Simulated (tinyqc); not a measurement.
Inside a calculation. Method: extended Hueckel theory, for BH3-. The parameters take no account of the charge, which enters only through the electron count, and nothing here shows that the anion is bound. One step of it, computed by the program tinyqc.

Question. Wolfsberg-Helmholz matrix. H_ij = K' S_ij (H_ii + H_jj)/2 for i != j (the diagonal keeps H_ii), with K' = K + D^2 + D^4 (1 - K), D = (H_ii - H_jj)/(H_ii + H_jj), K = 1.5.

overlap S:
```
,1B 2s,1B 2px,1B 2py,1B 2pz,2H 1s,3H 1s,4H 1s
1B 2s,1.000000,0.000000,0.000000,0.000000,0.480039,0.480103,0.480103
1B 2px,0.000000,1.000000,0.000000,0.000000,0.526273,-0.263187,-0.263187
1B 2py,0.000000,0.000000,1.000000,0.000000,0.000000,0.455784,-0.455784
1B 2pz,0.000000,0.000000,0.000000,1.000000,-0.017426,-0.017430,-0.017430
2H 1s,0.480039,0.526273,0.000000,-0.017426,1.000000,0.087545,0.087545
3H 1s,0.480103,-0.263187,0.455784,-0.017430,0.087545,1.000000,0.087581
4H 1s,0.480103,-0.263187,-0.455784,-0.017430,0.087545,0.087581,1.000000
```

diagonal H_ii (eV): 1B 2s -15.200000, 1B 2px -8.500000, 1B 2py -8.500000, 1B 2pz -8.500000, 2H 1s -13.600000, 3H 1s -13.600000, 4H 1s -13.600000

K = 1.500000

Give: H.

Answer.

H (eV):
```
,1B 2s,1B 2px,1B 2py,1B 2pz,2H 1s,3H 1s,4H 1s
1B 2s,-15.2000,0.0000,0.0000,0.0000,-10.3902,-10.3915,-10.3915
1B 2px,0.0000,-8.5000,0.0000,0.0000,-9.0244,4.5131,4.5131
1B 2py,0.0000,0.0000,-8.5000,0.0000,0.0000,-7.8157,7.8157
1B 2pz,0.0000,0.0000,0.0000,-8.5000,0.2988,0.2989,0.2989
2H 1s,-10.3902,-9.0244,0.0000,0.2988,-13.6000,-1.7859,-1.7859
3H 1s,-10.3915,4.5131,-7.8157,0.2989,-1.7859,-13.6000,-1.7866
4H 1s,-10.3915,4.5131,7.8157,0.2989,-1.7859,-1.7866,-13.6000
```
